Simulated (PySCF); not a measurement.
**C6H5F: calculation against experiment**

**The experiment to reproduce.**

NIST CCCBDB Release 22 (SRD 101), experimental dipoles lists, for the gas: dipole moment 1.6 D.

How close the calculation comes is told at the end.

Compound: C6H5F.
Numbering: `[F:1][c:2]1[cH:3][cH:4][cH:5][cH:6][cH:7]1` (hydrogens: H8 on C3; H9 on C4; H10 on C5; H11 on C6; H12 on C7)

Structure used (GFN2-xTB), in Å, numbered top down from 1:
```xyz
12
C6H5F angstrom
F     -2.255   -1.465    0.012
C     -1.123   -0.729    0.004
C      0.098   -1.380   -0.019
C      1.253   -0.618   -0.026
C      1.178    0.765   -0.009
C     -0.055    1.396    0.014
C     -1.221    0.650    0.021
H      0.131   -2.458   -0.030
H      2.215   -1.108   -0.045
H      2.083    1.353   -0.014
H     -0.111    2.474    0.027
H     -2.192    1.118    0.040
```

Runs made with PySCF (gas phase, on this GFN2-xTB geometry; no spin–orbit coupling):

```csv
level,job,basis functions,wall time
PBE0/pcSseg-1,"shieldings, ring-centre shieldings, charges and field gradients",144,10 s
B3LYP/pcJ-1,"spin–spin couplings from 12 perturbed nuclei, spin–dipole term for 1 of them",239,26 s
```

Hardware: one thread of an Arm Neoverse V2, no GPU, shared host.

**Comparison with experiment**

**Dipole moment.** Measured: 1.6 D (NIST CCCBDB Release 22 (SRD 101), experimental dipoles).

```json
{"level": "PBE0/pcSseg-1", "computed (D)": "1.56", "computed − measured (D)": "-0.04", "% (from the printed values)": "-3"}
{"level": "B3LYP/pcJ-1", "computed (D)": "1.58", "computed − measured (D)": "-0.02", "% (from the printed values)": "-1"}
```

Closest is B3LYP/pcJ-1 (-0.02 D), furthest PBE0/pcSseg-1 (-0.04 D); one molecule doesn't rank methods. The computed dipoles belong to one fixed geometry; measured ones are averaged over vibrations unless marked μe. Magnitudes are compared, not signs.

The geometry is computed, not the measured one. Where a level misses, the cause wasn't examined.
